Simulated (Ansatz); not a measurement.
**Molecular dynamics, step by step**

CH4Cl (SMILES [Cl-].C) (charge -1), singlet, PBE0-D4/def2-SVP (Ansatz 0.2.0). Settings (timestep in fs, temperature in K; T counts 12 degrees of freedom):

```yaml
hamiltonian: {xc: pbe0, dispersion: d4}
md: {n_steps: 40, timestep: 0.75, temperature: 300, ensemble: nve, seed: 340, initial_velocities: maxwell_boltzmann}
```

Start (the SMILES describes the start alone):

```
6
angstrom
Cl 0.1032 -0.1564 -3.0925
C -0.0205 0.0311 0.6160
H -0.4712 0.9775 0.9231
H 0.0159 -0.0245 -0.4782
H -0.6182 -0.7945 1.0084
H 0.9908 -0.0332 1.0233
```

| step | time (fs) | potential energy less the start (meV) | kinetic energy (meV) | T (K) |
| --- | --- | --- | --- | --- |
| 0 | 0.00 | 0.0 | 155.1 | 300 |
| 2 | 1.50 | 42.6 | 114.4 | 221 |
| 4 | 3.00 | 68.9 | 88.2 | 171 |
| 6 | 4.50 | 64.8 | 91.1 | 176 |
| 8 | 6.00 | 90.3 | 66.5 | 129 |
| 10 | 7.50 | 103.4 | 54.3 | 105 |
| 12 | 9.00 | 53.2 | 103.4 | 200 |
| 14 | 10.50 | 4.6 | 150.4 | 291 |
| 16 | 12.00 | 32.1 | 124.7 | 241 |
| 18 | 13.50 | 50.8 | 106.4 | 206 |
| 20 | 15.00 | 40.4 | 115.2 | 223 |
| 22 | 16.50 | 76.8 | 79.7 | 154 |
| 24 | 18.00 | 115.7 | 42.2 | 82 |
| 26 | 19.50 | 83.2 | 73.8 | 143 |
| 28 | 21.00 | 30.5 | 124.7 | 241 |
| 30 | 22.50 | 44.4 | 112.2 | 217 |
| 32 | 24.00 | 55.7 | 101.7 | 197 |
| 34 | 25.50 | 26.1 | 129.3 | 250 |
| 36 | 27.00 | 50.1 | 105.9 | 205 |
| 38 | 28.50 | 102.2 | 55.6 | 108 |
| 40 | 30.00 | 91.6 | 65.6 | 127 |

Step 12, positions (Å) and forces (eV/Å):

```csv
atom,x,y,z,Fx,Fy,Fz
Cl1,0.103,-0.153,-3.078,0.000,-0.031,0.102
C2,-0.018,0.030,0.586,-0.025,0.572,-0.590
H3,-0.531,1.014,0.801,0.769,-0.727,-0.161
H4,0.024,-0.167,-0.518,-0.120,0.319,0.213
H5,-0.593,-0.751,1.060,-0.578,-0.619,0.342
H6,1.005,-0.066,0.985,-0.047,0.486,0.094
```

Step 20, positions (Å) and forces (eV/Å):

```
atom       x       y       z      Fx      Fy      Fz
 Cl1   0.102  -0.151  -3.067  -0.018  -0.013   0.089
  C2  -0.019   0.010   0.558  -0.118   0.130   0.409
  H3  -0.410   1.023   0.719  -0.515   0.043   0.048
  H4  -0.019  -0.165  -0.538   0.282  -0.106  -0.080
  H5  -0.638  -0.750   1.098   0.357   0.470  -0.214
  H6   0.991   0.089   1.001   0.012  -0.524  -0.252
```

Step 28, positions (Å) and forces (eV/Å):

```
atom       x       y       z      Fx      Fy      Fz
 Cl1   0.102  -0.150  -3.056  -0.003  -0.012   0.076
  C2  -0.019   0.001   0.534   0.022   0.920  -0.156
  H3  -0.425   1.019   0.651  -0.301  -0.020  -0.011
  H4   0.012  -0.189  -0.566   0.014  -0.240   0.126
  H5  -0.639  -0.688   1.120   0.048  -0.205  -0.061
  H6   0.990   0.100   0.954   0.220  -0.443   0.025
```

Last step (40):

```csv
atom,x (Å),y (Å),z (Å)
Cl1,0.1014,-0.1474,-3.0368
C2,-0.0149,0.0181,0.4972
H3,-0.5401,1.0242,0.5451
H4,0.0335,-0.3335,-0.5854
H5,-0.5952,-0.6907,1.0818
H6,1.0157,-0.0348,0.8914
```

Hardware: 2 CPU threads of an Arm Neoverse V1, shared host. Wall time about 19 s.
